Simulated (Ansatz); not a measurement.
Worked example: correlation energy of H2O, singlet

Geometry: a point of a stretch scan, not a stationary point.

```tsv
atom	x (Å)	y (Å)	z (Å)
O	0.0000	-0.0770	0.0153
H	0.0000	0.7162	-1.0196
H	0.0000	0.5067	0.7768
```

Basis cc-pVTZ; Ansatz 0.2.0. Only valence electrons are correlated (noble-gas cores frozen), which leaves 8 electrons in 57 orbitals. R marks a restricted (for open shells ROHF) determinant.

Full CI isn't at hand for all of this; RCCSDT(Q) serves as the reference, and is uncertain by about the last step of the cluster series.

Runs differ by some tens of microhartree through their thresholds, so steps under 0.03 kcal/mol mean nothing.

```json
{"level": "RHF", "total energy (hartree)": "-75.985268"}
{"level": "RMP2", "total energy (hartree)": "-76.259384"}
{"level": "RCCSD", "total energy (hartree)": "-76.265397"}
{"level": "RCCSD(T)", "total energy (hartree)": "-76.274749"}
{"level": "RCCSDT", "total energy (hartree)": "-76.274825"}
{"level": "RCCSDT(Q)", "total energy (hartree)": "-76.275474"}
```

Task: What is the correlation energy at RCCSDT(Q), and what share of it do RMP2 and RCCSDT recover?

Result: E(corr) = -76.275474 − (-75.985268) = -0.290206 hartree = -7.897 eV. RMP2: -0.274116 / -0.290206 = 94.46 %. RCCSDT: -0.289557 / -0.290206 = 99.78 %.

Task: By how many kcal/mol does RCCSD(T) miss RCCSDT(Q) (1 hartree = 627.509 kcal/mol), and which steps make up the rest?

Result: -76.274749 − (-76.275474) = 0.000725 hartree = 0.45 kcal/mol. Steps: RCCSDT − RCCSD(T) = -0.05, RCCSDT(Q) − RCCSDT = -0.41 kcal/mol. That is within 1 kcal/mol of the reference in this basis, which itself misses far more of the correlation at the basis-set limit.
